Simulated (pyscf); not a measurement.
Structures and frequencies: ωB97X-D3(BJ)/def2-SVP in PySCF.

Q: PBE/def2-TZVP puts the barrier of CH₄ + H₃C–InH–SH → H₃C–InH–CH₃ + H₂S (four-centre exchange; singlet surface; C–H, In–S broken, C–In, H–S formed) at 38.4 kcal/mol and the reaction energy at +32.4 kcal/mol, from the separated reactants. What do B3LYP-D3(BJ)/def2-TZVP, PBE0-D3(BJ)/def2-TZVP, ωB97M-D3(BJ)/def2-TZVP give on the same structures?

A: B3LYP-D3(BJ): ΔE‡ = 42.4 kcal/mol, ΔE = +32.9 kcal/mol; PBE0-D3(BJ): ΔE‡ = 39.2 kcal/mol, ΔE = +32.8 kcal/mol; ωB97M-D3(BJ): ΔE‡ = 43.5 kcal/mol, ΔE = +31.4 kcal/mol. PBE's barrier lies under all of them, by 0.8 to 5.1 kcal/mol. Its reaction energy lies among theirs. On the product side the descent ends in an adduct with a In–S contact, 11.9 kcal/mol under the separated species and 19.9 kcal/mol under the saddle at ωB97X-D3(BJ)/def2-TZVP. What is counted as broken (In–S) persists as a longer contact in the product adduct; parting that adduct is a step of its own. One saddle was located; it need not be the lowest between these sides. Elements past Kr carry the def2 core potentials, without spin-orbit coupling.
